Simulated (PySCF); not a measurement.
Working with the constants of F2

RHF-CCSD(T) constants of F2, ¹Σg⁺ (singlet), closed shell (F pcseg-2; no relativity (PySCF 2.14); masses 18.9984 and 18.9984 u):

* ωe: 914.2 cm⁻¹
* ωexe: 11.7 cm⁻¹
* Be: 0.88072 cm⁻¹
* αe: 0.0126 cm⁻¹
* D (centrifugal): 3.27e-06 cm⁻¹
* De to F + F: 1.53 eV

Q: Give the vibrational terms G(v) and spacings up to v = 6.

A: G(v) = ωe(v+½) − ωexe(v+½)².

```tsv
v	G(v) (cm⁻¹)	G(v) − G(v−1)	Bv (cm⁻¹)
0	454		0.8744
1	1345	891	0.8618
2	2212	867	0.8492
3	3056	844	0.8366
4	3877	821	0.8240
5	4674	797	0.8114
6	5448	774	0.7988
```

Q: How well does the Morse estimate ωe²/(4ωexe) reproduce De, and what is D0?

A: It gives 2.21 eV, 145 % of the computed De. D0 = De − G(0) = 1.53 − 0.06 = 1.47 eV.

Correlated steps freeze 2 core orbitals. Where the molecule has an RHF reference, its open-shell atoms are computed with UHF.
